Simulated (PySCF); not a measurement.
Computed NMR parameters against published values

Geometry:
```tsv
atom	x (Å)	y (Å)	z (Å)
C1	-0.283	0.085	-0.597
C2	0.291	-0.095	0.582
H3	-0.553	1.072	-0.954
H4	-0.507	-0.749	-1.254
H5	0.514	0.739	1.239
H6	0.560	-1.083	0.939
```

[PySCF 2.14: coordinates at the PBE0-D3(BJ)/def2-TZVP level; spin–spin couplings from B3LYP/pcJ-2; GIAO B97-2/pcSseg-2 shieldings; one computed conformer; no solvent; averaged over atoms made equivalent by symmetry, fast rotation or ring inversion; non-relativistic]

Reference values: measured (solution, THF-d8, 298 K; Fulmer et al., Organometallics 2010, 29, 2176).
```tsv
atoms	quantity	reference	computed	computed, scaled
C1/C2	δ ¹³C	123.1	131.6	124.9
H3/H4/H5/H6	δ ¹H	5.36	5.78	5.56
```

Reference values: measured (gas, 300 K; A. A. Auer, PhD thesis, Mainz 2002 (Auer, Gauss, Stanton, JCP 2003, 118, 10407)).
| atoms | quantity | reference | computed |
| --- | --- | --- | --- |
| C1/C2 | σ ¹³C | 64.4 | 53.8 |

Reference values: measured (solution, CD3OD, 298 K; Fulmer et al., Organometallics 2010, 29, 2176).
```
      atoms  quantity  reference  computed  computed, scaled
      C1/C2     δ ¹³C      123.5     131.6             124.9
H3/H4/H5/H6      δ ¹H       5.39      5.78              5.56
```

Reference values: measured (solution, C6D6, 298 K; Fulmer et al., Organometallics 2010, 29, 2176).
| atoms | quantity | reference | computed | computed, scaled |
| --- | --- | --- | --- | --- |
| C1/C2 | δ ¹³C | 123.0 | 131.6 | 124.9 |

Reference values: measured (solution, acetone-d6, 298 K; Fulmer et al., Organometallics 2010, 29, 2176).
```json
{"atoms": "C1/C2", "quantity": "δ ¹³C", "reference": "123.5", "computed": "131.6", "computed, scaled": "124.9"}
{"atoms": "H3/H4/H5/H6", "quantity": "δ ¹H", "reference": "5.38", "computed": "5.78", "computed, scaled": "5.56"}
```

Reference values: measured (gas; Olsson, Cremer, J. Chem. Phys. 1996, 105, 8995 (gas-phase data of Jameson 1987, Jameson 1981, Wasylishen 1984)).
| atoms | quantity | reference | computed |
| --- | --- | --- | --- |
| C1/C2 | δ ¹³C vs CH4 (gas) | 130.6 | 136.3 |

Absolute shieldings are compared as such; zero-point and thermal motion, absent here, lowers them by some tenths of a ppm for H, a few ppm for C and up to about 10 ppm for F.

Computed shifts are σ(ref) − σ with the named reference compound (TMS for H and C) calculated as an isolated molecule at the same level. The measured values may be among those fitted. Scaled to experiment by linear calibration (H and C: mostly CDCl3 data, vs TMS): ¹³C (scatter 2.0 ppm rms, 2.1 ppm with the 1 outlier that the fit left out); ¹H (scatter 0.14 ppm rms, 0.16 ppm with the 4 outliers that the fit left out). Occasional misses reach two or three times the rms, and more in compound classes unlike the fitted ones.

Coupling constants in Hz:
| coupling | reference | computed | source |
| --- | --- | --- | --- |
| ¹J(C1,H3) | 156.0 | 164.6 | measured; gas, zero-density limit, 300 K; Wilczek, Jackowski, Molecules 2024, 29, 4460 |
| ¹J(C1,C2) | 67.9 | 74.0 | measured; gas, zero-density limit, 300 K; Wilczek, Jackowski, Molecules 2024, 29, 4460 |
| ²J(C1,H5) | -2.5 | -1.2 | measured; gas, zero-density limit, 300 K; Wilczek, Jackowski, Molecules 2024, 29, 4460 |
| ²J(H3,H4) | 2.5 | 3.3 | measured; gas, zero-density limit, 300 K; Wilczek, Jackowski, Molecules 2024, 29, 4460 |
| ³J(H3,H5) cis | 11.8 | 13.6 | measured; gas, zero-density limit, 300 K; Wilczek, Jackowski, Molecules 2024, 29, 4460 |
| ³J(H3,H6) trans | 19.2 | 20.8 | measured; gas, zero-density limit, 300 K; Wilczek, Jackowski, Molecules 2024, 29, 4460 |
| ¹J(C1,C2) | 67.5 | 74.0 | measured; Jessen and Sauer, arXiv:2312.00705 |
| ¹J(C1,H3) | 156.3 | 164.6 | measured; Jessen and Sauer, arXiv:2312.00705 |
| ³J(H3,H5) cis | 11.6 | 13.6 | measured; Jessen and Sauer, arXiv:2312.00705 |
| ³J(H3,H6) trans | 19.0 | 20.8 | measured; Jessen and Sauer, arXiv:2312.00705 |

Question: How far are the unscaled ¹³C shifts from the references?

Answer: Mean signed difference +7.80 ppm, mean absolute 7.80 ppm over 5 comparisons; the largest is +8.6 ppm at C1/C2 (terminal =CH2 carbon).

Question: How far are the unscaled ¹H shifts from the references?

Answer: Mean signed difference +0.40 ppm, mean absolute 0.40 ppm over 3 comparisons; the largest is +0.42 ppm at H3/H4/H5/H6 (hydrogen on a terminal =CH2 carbon).

19 of the 74 published NMR values on file for this molecule are compared. The rest: values from further sources, protons in aromatic solvents, values whose atom or origin is in doubt, other calculations.
